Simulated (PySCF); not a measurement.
# SiO₂: relaxation and vibrations of the singlet

Aim: relax SiO₂ as a singlet from a PBE0 minimum start, check by its vibrations whether the end is a minimum, and collect its spectrum and constants.

Computed with PySCF 2.14.0. Level: PBE0, basis Si def2-TZVP, O def2-TZVP, no relativity, density fitting.

### Step 1. The system as given

3 atoms, charge 0, spin multiplicity 1.

Bond lengths: Si1–O2 1.506 Å, Si1–O3 1.506 Å. Angles: O2–Si1–O3 180.0°.

Z-matrix (Å, degrees; charge 0 multiplicity 1):
```
Si
O  1 1.5060
O  1 1.5060 2 180.00
```

### Step 2. First SCF at the start

The steps below are one call of a driver around PySCF. For each, scf.py gives the equivalent set-up of the SCF; relaxations use the driver's own optimiser. After this first run the driver tries any further starts and a stability analysis.

Input file scf.py:

```python
from pyscf import gto, scf, dft
mol = gto.M(atom='''
Si     0.000000     0.000000     0.000000
O     -0.000000     0.000000     1.506000
O      0.000000     0.000000    -1.506000''',
    basis={'Si': 'def2-TZVP', 'O': 'def2-TZVP'},
    charge=0, spin=0)
mf = dft.RKS(mol, xc='PBE0')
mf.grids.atom_grid = (50, 194)
aux = {'Si': 'def2-universal-JKFIT', 'O': 'def2-universal-JKFIT'}
mf = mf.density_fit(auxbasis=aux)
mf.conv_tol = 1e-08
mf.diis_space = 10
mf.max_cycle = 60
mf.init_guess = 'minao'
mf.verbose = 4
mf.kernel()
```

The run is started by

```sh
OMP_NUM_THREADS=2 python axn.py task.json out
```

After this run come: Relaxing the singlet from the PBE0 minimum start; Hessian and properties.

**Question.** What will these runs give? Wanted: minimum; geometry; wavenumbers; dipole moment; highest occupied, lowest empty level; polar-tensor charge of Si1; zero-point energy; atomisation energy.

As calculated:

```
                                 quantity                             value
                                  minimum                      singlet, D∞h
                                 geometry  Si–O 1.506 Å (×2); O–Si–O 180.0°
                       wavenumbers (cm⁻¹)  299 (πu), 1015 (σg+), 1471 (σu+)
                            dipole moment                            0.00 D
     highest occupied, lowest empty level                   -9.95, -3.46 eV
               polar-tensor charge of Si1                           +1.15 e
                        zero-point energy                       18.5 kJ/mol
                      entropy at 298.15 K                   231.3 J/(mol K)
atomisation energy (no zero-point energy)                       1189 kJ/mol
```

The molecule stays D∞h, as typed, and the end point is a minimum. In the infrared the band at 299 cm⁻¹ (πu, bend) leads. The dipole vanishes although Si1 carries +1.2 e by the polar tensor: the bond dipoles cancel. Other starts or spin states, not run here, may lie lower.
